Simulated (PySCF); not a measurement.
A side-by-side comparison of computed properties.

First species: CH₆NP.
SMILES: `CN=[PH3]`

Second species: C4H14B2N2.
Geometry (PBE0-D3(BJ)/def2-SVP, Å), atoms numbered from 1 in this order:
```
atom  x, y, z in Å
B1    -1.6802   -0.9548    0.2861
N2    -2.6984    0.0114   -0.4738
B3    -1.6798    1.1989   -0.1601
N4    -0.6308    0.2218    0.5474
C5     0.6895    0.0987   -0.0429
C6     1.7122    1.2272    0.1657
C7     2.8024    0.1409    0.2486
C8     1.6981   -0.8847    0.5717
H9    -2.1530   -1.3806    1.3254
H10   -1.2216   -1.8105   -0.4508
H11   -3.6137    0.1010   -0.0435
H12   -2.8290   -0.1930   -1.4601
H13   -1.2198    1.6921   -1.1757
H14   -2.1514    2.0018    0.6259
H15   -0.5340    0.4296    1.5389
H16    0.5549   -0.1054   -1.1154
H17    1.7874    2.0080   -0.6048
H18    1.5588    1.7148    1.1425
H19    3.6080    0.2766    0.9841
H20    3.2586   -0.0508   -0.7342
H21    1.5404   -0.9723    1.6594
H22    1.7619   -1.8968    0.1469
```

Levels: CAM-B3LYP/def2-SVPD for dipole moment, HOMO energy, LUMO energy, HOMO–LUMO gap, static isotropic polarisability and electronic spatial extent ⟨r²⟩ about the centre of nuclear charge; TDDFT CAM-B3LYP/def2-SVPD for lowest singlet excitation; PBE0-D3(BJ)/def2-SVP for rotational constant A and rotational constant C. Geometries: PBE0-D3(BJ)/def2-SVP. All species are isolated and taken at one optimised geometry, non-relativistic unless stated. Electronic properties by PySCF.

Dipoles, sizes and rotational constants follow the conformer. The torsions of the flexible species, by atom-mapped SMILES:
- `[BH2-:1]1[NH2+:2][BH2-:3][NH+:4]1[CH:5]1[CH2:6][CH2:7][CH2:8]1`: B3–N4–C5–C6 76°

Problem. Which has the higher static isotropic polarisability?

Solution. The second: 91.0 au against 49.9 au, a difference of 41.1 au.

Problem. Which has the higher rotational constant A?

Solution. The first: 38.736 GHz against 5.087 GHz, a difference of 33.649 GHz.

Problem. Which of the two has the higher LUMO energy, and by how much?

Solution. The first: 1.04 eV against 0.91 eV, a difference of 0.13 eV.

Problem. Which has the higher dipole moment?

Solution. The first: 2.64 D against 0.34 D, a difference of 2.30 D.

Problem. Which of the two has the higher HOMO energy, and by how much?

Solution. The first: -7.58 eV against -9.13 eV, a difference of 1.55 eV.

Problem. Which has the higher S1 energy?

Solution. The second: 7.24 eV against 5.08 eV, a difference of 2.16 eV.

Problem. Which has the higher rotational constant C?

Solution. The first: 5.253 GHz against 1.029 GHz, a difference of 4.224 GHz.

Problem. Which has the higher HOMO–LUMO gap?

Solution. The second: 10.04 eV against 8.62 eV, a difference of 1.42 eV.

On the first: The principal polarisabilities are 43.2, 43.8 and 62.6 au; their mean is the isotropic value. In wavenumbers S1 is 40900 cm⁻¹ (1 eV = 8065.54 cm⁻¹).

On the second: In atomic units the dipole is 0.13 e·bohr (1 au = 2.5417 D).
